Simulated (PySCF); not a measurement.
Molecule: SMILES Cn1ccnn1, C₃H₅N₃.

Geometry (Å), atoms numbered from 1 in this order:
```xyz
11

C    -1.684    0.144    0.090
N    -0.264   -0.072   -0.003
C     0.734    0.839   -0.075
C     1.874    0.069   -0.157
N     1.508   -1.235   -0.130
N     0.224   -1.312   -0.038
H    -1.928    0.760    0.967
H    -2.068    0.633   -0.817
H    -2.152   -0.842    0.196
H     0.558    1.911   -0.062
H     2.915    0.375   -0.230
```

Geometry PBE0-D3(BJ)/def2-SVP throughout; GIAO in PySCF, gas phase, one conformer, non-relativistic; equivalent atoms averaged; basis pcSseg-2.

For orientation, LC-wPBE gives these absolute shieldings σ: C4 40.0, C3 51.3, C1 150.6, N6 -153.3, N5 -138.2, N2 3.3, H11 23.53, H10 23.79, H7/H8/H9 27.36 ppm.

A run gave: C4 36.8, C3 49.2, C1 145.5, N6 -162.1, N5 -145.2, N2 -5.1, H11 23.57, H10 23.82, H7/H8/H9 27.29 ppm (absolute shieldings σ).

Which functional was used in that run?
A. wB97X-D
B. CAM-B3LYP
C. B97-2
D. BHandHLYP

Results:

B. C4 tells them apart best: CAM-B3LYP gives 36.8, BHandHLYP gives 40.2, B97-2 gives 43.3, wB97X-D gives 39.9 ppm.
